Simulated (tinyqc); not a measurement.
UHF in the sto-3g basis, for H2O, spin multiplicity 3, step by step (part 3 of 3). Computed by tinyqc, a small Python program that keeps every step (integrals from PySCF). Command: `OMP_NUM_THREADS=1 python tinyqc.py 22853 22854 out.jsonl` (the two numbers bound the seeds that draw the settings). One thread of a shared host (Intel(R) Xeon(R) Processor @ 2.60GHz), about 0.2 s of CPU time with the checks.

Geometry (angstrom):
```
atom         x          y         z
O     0.000000   0.000000  0.000000
H     0.000000   0.977000  0.947000
H     0.000000  -0.977000  0.947000
```

## Populations, bond orders and dipole

D(alpha) after iteration 49:
```
            1O 1s      1O 2s    1O 2px     1O 2py     1O 2pz      2H 1s      3H 1s
1O 1s    1.063007  -0.273996  0.000000   0.000000  -0.014935   0.044100   0.044100
1O 2s   -0.273996   1.207238  0.000000   0.000000   0.095026  -0.280590  -0.280590
1O 2px   0.000000   0.000000  1.000000   0.000000   0.000000   0.000000   0.000000
1O 2py   0.000000   0.000000  0.000000   0.275750   0.000000   0.287704  -0.287704
1O 2pz  -0.014935   0.095026  0.000000   0.000000   1.061061  -0.180300  -0.180300
2H 1s    0.044100  -0.280590  0.000000   0.287704  -0.180300   0.832561   0.232206
3H 1s    0.044100  -0.280590  0.000000  -0.287704  -0.180300   0.232206   0.832561
```

D(beta) after iteration 49:
```
            1O 1s      1O 2s    1O 2px     1O 2py     1O 2pz      2H 1s      3H 1s
1O 1s    1.055697  -0.234763  0.000000   0.000000   0.035332  -0.013806  -0.013806
1O 2s   -0.234763   0.996672  0.000000   0.000000  -0.174761   0.030194   0.030194
1O 2px   0.000000   0.000000  0.000000   0.000000   0.000000   0.000000   0.000000
1O 2py   0.000000   0.000000  0.000000   0.752113   0.000000   0.209366  -0.209366
1O 2pz   0.035332  -0.174761  0.000000   0.000000   0.715398   0.217891   0.217891
2H 1s   -0.013806   0.030194  0.000000   0.209366   0.217891   0.131963   0.015400
3H 1s   -0.013806   0.030194  0.000000  -0.209366   0.217891   0.015400   0.131963
```

overlap S:
```
           1O 1s     1O 2s    1O 2px     1O 2py    1O 2pz     2H 1s      3H 1s
1O 1s   1.000000  0.236704  0.000000   0.000000  0.000000  0.020959   0.020959
1O 2s   0.236704  1.000000  0.000000   0.000000  0.000000  0.253719   0.253719
1O 2px  0.000000  0.000000  1.000000   0.000000  0.000000  0.000000   0.000000
1O 2py  0.000000  0.000000  0.000000   1.000000  0.000000  0.174697  -0.174697
1O 2pz  0.000000  0.000000  0.000000   0.000000  1.000000  0.169333   0.169333
2H 1s   0.020959  0.253719  0.000000   0.174697  0.169333  1.000000   0.128505
3H 1s   0.020959  0.253719  0.000000  -0.174697  0.169333  0.128505   1.000000
```

Mulliken: Z minus the diagonal of D S on the atom; Loewdin: the same with S^(1/2) D S^(1/2); Mayer order: 2 sum_s sum (D(s) S)_ij (D(s) S)_ji over the two atoms.

Charges (e):
```
atom   Mulliken    Loewdin  Mulliken spin
1O     0.053299   0.082970       0.805843
2H    -0.026650  -0.041485       0.597078
3H    -0.026650  -0.041485       0.597078
```

Mayer bond orders:
```
pair     order
2-1   0.568789
3-1   0.568789
3-2   0.073998
```

dipole moment about the origin, x y z (debye): 0.000000  0.000000  -0.018467

<S^2> of the determinant (pure state: 2) = 2.196726
